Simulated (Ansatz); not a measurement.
# SiNHO (triplet): the correlation ladder, def2-TZVPP

One table from this session's results is given with a row withheld; the runs are named, their logs left out.

Method: def2-TZVPP, core rule «outside noble gas», up to 7 orbitals frozen; program: Ansatz 0.2.0, Gaussian basis.

To be run: UHF; ROHF; CCSD(T) on UHF.

2 further runs of the same task are left out: 2 set aside as unsound or not needed.

### The system

The geometry is a PBE0/def2-TZVP stationary point (not a proven minimum) of the parent state, kept for this charge and spin.

4 atoms, charge 0, spin multiplicity 3.

Atoms are counted from 1 here; the program's logs count them from 0.

Bond lengths: N1–O2 1.335 Å, N1–H4 1.025 Å, O2–Si3 1.558 Å. Angles: O2–N1–H4 102.7°, N1–O2–Si3 169.5°.

Set-up of the first run:

File in.yaml:

```yaml
crystal:
  periodic: [false, false, false]
  atoms:
    - {symbol: N, position_ang: [0.000000, -0.143210, 1.718396]}
    - {symbol: O, position_ang: [0.000000, 0.058390, 0.398268]}
    - {symbol: Si, position_ang: [0.000000, 0.009037, -1.158961]}
    - {symbol: H, position_ang: [0.000000, 0.811436, 2.092278]}
basis:
  gaussian: {orbitals: def2-TZVPP}
magnetization: {spin_polarized: true, initial_magnetization: 2}
hamiltonian: {xc: hf}
output: {orbitals: {seedname: orbitals}}
```

Launch:

```
$ ansatz run in.yaml --threads 1 --pin off --events-out ev --progress --plain --max-ram 4096MiB --backend cpu
```

Among the steps run: UHF; ROHF; CCSD(T) on UHF.

One table of the session follows, with a row left open; its other results are not shown here.

```
  method  from UCCSD(T) (kcal/mol)
    ROHF                   +335.40
     UHF                   +328.50
    UMP2                         ?
   UCCSD                    +12.92
UCCSD(T)                         0
```

**Question.** Estimate the row for UMP2.

The run gave: from UCCSD(T) (kcal/mol): +30.70. In the column «from UCCSD(T) (kcal/mol)» it lies between UCCSD (+12.92) and UHF (+328.50).
